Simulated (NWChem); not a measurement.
System: formaldehyde (CH2O); SMILES C=O

Computed with NWChem. Pople sets run with spherical d functions. Coordinates come from a PBE-D3(BJ)/def2-SVP optimisation. Core excitations by TDA in a window of 1s orbitals, non-relativistic and unshifted: absolute energies depend strongly on the exact-exchange share.

```csv
level,first 1s excitation (eV),dipole oscillator strength of the first,first state with f > 0.002 (eV),dipole oscillator strength of that state,relative time
"O K edge, BHandHLYP/6-311G**",528.0,0.0540,528.0,0.0540,1
"O K edge, B3LYP/6-311G**",516.5,0.0421,516.5,0.0421,1
"C K edge, B3LYP/cc-pVTZ",275.4,0.0530,275.4,0.0530,6
"C K edge, PBE/cc-pVTZ",269.5,0.0407,269.5,0.0407,3
```

The last column is a rough cost ratio, cheapest run = 1.
